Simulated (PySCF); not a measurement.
## A thermochemical cycle for MgH

PBE0 in PySCF with def2-TZVP on every atom, for the lowest determinant that a PBE0 search found; no spin–orbit coupling. MgH, a doublet (σ ↑), has De = 1.40 eV to neutral atoms, and MgH⁺, a singlet (closed shell), has De = 1.91 eV to Mg⁺ + H.

The adiabatic ionisation energy of MgH, between the minima, is 7.05 eV.

Question: Which ionisation energy of the Mg atom does this level give?

Answer: IE(Mg) = IE(molecule) + De(ion) − De(neutral) = 7.05 + 1.91 − 1.40 = 7.56 eV; the measured value is 7.646 eV (NIST ASD).

For an ion De counts to the pair picked by the measured ionisation energies or electron affinities, which need not be the lowest pair at this level. States were picked by a PBE0 search and need not be the measured ground states.
